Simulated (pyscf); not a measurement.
**Substitution at O: HO–Sb(OH)–OH + H• -> HO–Sb•–OH + H₂O**

Gas phase, doublet surface, charge 0. Bonds broken: Sb1–O2. Bonds formed: O2–H8. Structures and frequencies: ωB97X-D3(BJ)/def2-SVP in PySCF.

Transition state (Å):

```xyz
8

Sb    -0.6434    -0.9811     0.5801
O     -1.1509     1.0617     0.2702
O      1.1914    -0.4488     0.1058
O     -1.2558    -1.5847    -1.1912
H     -2.0509     1.2452     0.5899
H      1.2182     0.4698    -0.1943
H     -0.8957    -1.0476    -1.9105
H     -0.9421     2.2722    -0.3668
```

One imaginary mode, 1608i cm⁻¹; descent along it reached the two sides named, in the forms told below.

```tsv
bond	change	reactant side (Å)	saddle	product side
Sb1–O2	breaks	1.986	2.128	3.5
O2–H8	forms	2.9	1.384	0.965
```

Electronic energies relative to the separated reactants (kJ/mol):

| level | barrier | reaction energy | reverse barrier |
|---|---|---|---|
| ωB97X-D3(BJ)/def2-TZVP | 57.8 | -114.1 | 171.9 |
| PBE/def2-TZVP | 11.7 | -121.0 | 132.7 |
| r²SCAN/def2-TZVP | 17.5 | -121.0 | 138.5 |
| B3LYP-D3(BJ)/def2-TZVP | 19.2 | -130.5 | 149.7 |
| PBE0-D3(BJ)/def2-TZVP | 31.5 | -123.6 | 155.1 |
| M06-2X/def2-TZVP | 50.5 | -126.3 | 176.8 |
| ωB97M-D3(BJ)/def2-TZVP | 47.6 | -129.6 | 177.2 |
| HF/def2-TZVP | 115.5 | -121.6 | 237.1 |

With ωB97M-D3(BJ)/def2-TZVP energies and thermal terms (ideal gas, 1 atm, RRHO with modes under 100 cm⁻¹ raised to 100, one conformer, R ln 2 for chiral ones without a mode under 150 cm⁻¹), in kJ/mol:

| T (K) | ΔH‡ | ΔG‡ | ΔH | ΔG |
|---|---|---|---|---|
| 298 | 47.7 | 75.2 | -110.9 | -125.1 |
| 600 | 45.8 | 103.8 | -116.7 | -137.4 |
| 900 | 44.2 | 133.1 | -123.1 | -146.4 |
| 1200 | 42.8 | 163.0 | -129.3 | -153.3 |

On the product side the descent ends in a bound adduct, 42.8 kJ/mol under the separated species and 214.7 kJ/mol under the saddle at ωB97X-D3(BJ)/def2-TZVP. One saddle was located; it need not be the lowest between these sides. The angle at the attacked O is 151°. Elements past Kr carry the def2 core potentials, without spin-orbit coupling.
